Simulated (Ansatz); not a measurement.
# C2F3N (cyanotrifluoromethane) at BCCD(T)/cc-pVDZ

What is the energy change on altering one bond length of C2F3N (cyanotrifluoromethane) at BCCD(T)/cc-pVDZ? 

The results are computed with Ansatz 0.2.0.

51 further runs of the same task are left out: 12 that didn't finish, 39 set aside as unsound or not needed.

## (1) The system as given

C2F3N has 6 atoms, charge 0, and is taken as a singlet. As SMILES, `N#CC(F)(F)F`. The coordinates come from a PBE0-D4/def2-TZVP relaxation.

Bond lengths: N1–C2 1.146 Å, C2–C3 1.481 Å, C3–F4 1.326 Å, C3–F5 1.326 Å, C3–F6 1.326 Å. Angles: N1–C2–C3 180.0°, C2–C3–F4 110.1°, C2–C3–F5 110.1°, C2–C3–F6 110.1°, F4–C3–F5 108.8°, F4–C3–F6 108.8°, F5–C3–F6 108.8°.

## (2) The energy at BCCD(T)/cc-pVDZ

Contents of input.yaml:

```yaml
crystal:
  periodic: [false, false, false]
  atoms:
    - {symbol: N, position_ang: [1.022100, -1.705100, 0.893500]}
    - {symbol: C, position_ang: [0.486200, -0.810600, 0.417800]}
    - {symbol: C, position_ang: [-0.206400, 0.345600, -0.197200]}
    - {symbol: F, position_ang: [-1.316000, -0.055800, -0.802300]}
    - {symbol: F, position_ang: [0.581500, 0.927000, -1.091500]}
    - {symbol: F, position_ang: [-0.525200, 1.234800, 0.733600]}
basis:
  gaussian:
    orbitals: cc-pVDZ
correlation:
  method: bccd_t
  frozen_orbitals: {C: 1, F: 1, "N": 1}
accuracy: high
scf:
  omitted_lower_state_checks: [cluster_reference, increment]
```

Started as:

```
$ ansatz run input.yaml --threads 1 --pin off --max-ram 3480MiB --events-out events.jsonl --progress --plain --runs-dir runs
```

Output, shortened:

```text
Warning: RAYON_NUM_THREADS=1 ignored (pool sized by the plan → 1); use --threads N
Functional definition: HF
  name "HF"
[...]
1829 factors; integrals over basis functions are off by at most 2.6e-9 eV
[...]
mean field -11660.16088147 eV, -428.5030088531 hartree, gradient 8.0e-8 eV, S^2 0.000000; 0 other end points of the search recorded, 0 dependent functions left out
6 core orbitals not correlated: weight in the atoms' cores, before any rotation towards them, 1.000 or more for the frozen orbitals, at most 0.000 for the correlated occupied ones
reference -11660.16088147 eV, -428.5030088531 hartree; 17, 17 occupied and 61, 61 virtual orbitals, 1829 factors
second order -26.09280237 eV of doubles, -0.00000000 eV of singles
cycle   1  -25.58202817 eV  change    5.1e-1 eV  update   1.2e-1
[...]
cycle  20  -26.32318827 eV  change    1.4e-9 eV  update   1.9e-9
perturbative correction -0.81761306 eV, -0.0300467256 hartree
Total energy: -11687.30168279 eV, -429.5004149051 hartree
Checks for a lower state left out: cluster_reference, increment
```

Wall time 62 s (1 thread of Arm Neoverse N1, shared host); peak memory 0.69 GiB.

## (3) The distorted shape

Contents of molecule.yaml:

```yaml
crystal:
  periodic: [false, false, false]
  atoms:
    - {symbol: N, position_ang: [0.391786, -2.170216, 1.608934]}
    - {symbol: C, position_ang: [-0.144114, -1.275716, 1.133234]}
    - {symbol: C, position_ang: [-0.836714, -0.119516, 0.518234]}
    - {symbol: F, position_ang: [-1.946314, -0.520916, -0.086866]}
    - {symbol: F, position_ang: [0.581500, 0.927000, -1.091500]}
    - {symbol: F, position_ang: [-1.155514, 0.769684, 1.449034]}
basis:
  gaussian:
    orbitals: cc-pVDZ
correlation:
  method: bccd_t
  frozen_orbitals: {C: 1, F: 1, "N": 1}
accuracy: high
scf:
  omitted_lower_state_checks: [cluster_reference, increment]
```

Started as:

```
$ ansatz run molecule.yaml --threads 1 --pin off --max-ram 3480MiB --events-out events.jsonl --progress --plain --runs-dir runs
```

Output, shortened:

```text
Warning: RAYON_NUM_THREADS=1 ignored (pool sized by the plan → 1); use --threads N
Functional definition: HF
  name "HF"
[...]
1772 factors; integrals over basis functions are off by at most 2.8e-9 eV
[...]
mean field -11653.95728715 eV, -428.2750309670 hartree, gradient 2.5e-8 eV, S^2 0.000000; 0 other end points of the search recorded, 0 dependent functions left out; unrestricted orbitals would lower it
6 core orbitals not correlated: weight in the atoms' cores, before any rotation towards them, 1.000 or more for the frozen orbitals, at most 0.000 for the correlated occupied ones
reference -11653.95728715 eV, -428.2750309670 hartree; 17, 17 occupied and 61, 61 virtual orbitals, 1772 factors
second order -27.67232340 eV of doubles, -0.00000000 eV of singles
cycle   1  -26.42583601 eV  change    2.1e-1 eV  update   1.8e-1
[...]
cycle  35  -27.73322528 eV  change    2.4e-9 eV  update   2.9e-9
perturbative correction -1.31297966 eV, -0.0482511125 hartree
WARN: these amplitudes may be one of several solutions (largest doubles amplitude 0.28, level shift 1.70 eV)
Total energy: -11683.00349209 eV, -429.3424593101 hartree
Checks for a lower state left out: cluster_reference, increment
```

Wall time 87 s (1 thread of Arm Neoverse N1, shared host); peak memory 0.68 GiB.

## (4) Outcome

At BCCD(T)/cc-pVDZ, 6 core orbitals frozen:

| quantity | value |
| --- | --- |
| first shape: total energy | -429.50041 Eh |
| first shape: correlation energy (6 core orbitals frozen) | -997.4 mEh |
| first shape: (T) correction | -30.05 mEh |
| distorted shape: total energy | -429.34246 Eh |
| distorted shape: correlation energy (6 core orbitals frozen) | -1067.4 mEh |
| distorted shape: (T) correction | -48.25 mEh |
| energy change with the C3–F5 bond stretched from 1.326 to 2.387 Å | 4.298 eV |

With the C3–F5 bond stretched from 1.326 to 2.387 Å the energy rises by 4.30 eV (415 kJ/mol). The first shape isn't relaxed at this level, so the change isn't measured from a minimum. A restricted reference can't describe the breaking bond well at this length. The triples (first shape) make up 3.0 % of the correlation energy. The restricted solution (distorted shape) is unstable to spin breaking: an unrestricted one lies lower. The triples (distorted shape) make up 4.5 % of the correlation energy.
